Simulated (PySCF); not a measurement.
Species: B₂N (doublet state).
Structure used (PBE0-D3(BJ)/def2-SVP), in Å, numbered top down from 1:
```xyz
3
B2N angstrom
B      1.315    0.025    0.008
N     -0.003   -0.002   -0.002
B     -1.320   -0.034   -0.012
```

The species is `[B]N=[B]` [radical].

Level of theory: UKS B3LYP, IGLO-III on B N, non-relativistic, mean-field spin-orbit, GIAO in PySCF. Geometry: PBE0-D3(BJ)/def2-SVP; no solvent, vibrations or thermal averaging.

(1) Break the g tensor into its mass correction, gauge correction and orbital-Zeeman/spin–orbit terms.

(2) Average each term over the three axes. Which is largest in size?

(3) At 9.721 GHz, how far is the centre of the isotropic spectrum from where a free electron (g = 2.002319) resonates?

(4) In a frozen sample, at which fields do the three g values resonate at 9.5, 34, 94 and 263 GHz (hyperfine left aside), and which band first spreads them over more than twice a line width of 0.5 mT?

Answers

(1) 
```tsv
Δg (ppm)	1	2	3
relativistic mass correction	-116	-116	-116
gauge correction	29	29	20
orbital Zeeman/spin–orbit	-1158	-1158	0
total	-1245	-1245	-96
```

So g = 2.00107, 2.00107, 2.00222 and g_iso = 2.00146; the tensor is axial. Axes: g3 lies along the molecular axis.

(2) The orbital-Zeeman/spin–orbit term -772, the mass correction -116 and the gauge correction 26 ppm, for a total of -862 ppm. The orbital-Zeeman/spin–orbit term is the largest in size. The mass correction is the same along every axis, so the anisotropy comes from the other two: their spans along these axes are 9 (gauge) and 1158 ppm (orbital Zeeman/spin–orbit).

(3) B = hν/(g μB) with μB/h = 13.99624 MHz/mT gives 346.87 mT for the free electron and 347.02 mT at g_iso, 0.15 mT higher.

(4) 
```csv
band,GHz,B(g3) mT,B(g2) mT,B(g1) mT,spread mT
X,9.5,339.00,339.19,339.19,0.19
Q,34.0,1213.26,1213.96,1213.96,0.70
W,94.0,3354.31,3356.24,3356.24,1.93
J,263.0,9384.94,9390.33,9390.33,5.39
```

The spread grows in proportion to the frequency. W band is the first where it exceeds 1.0 mT.

The largest Mulliken spin populations are on B3 (+0.47), B1 (+0.46) and N2 (+0.07).

The HOMO–LUMO gaps are 5.43 eV among the α and 1.44 eV among the β orbitals.
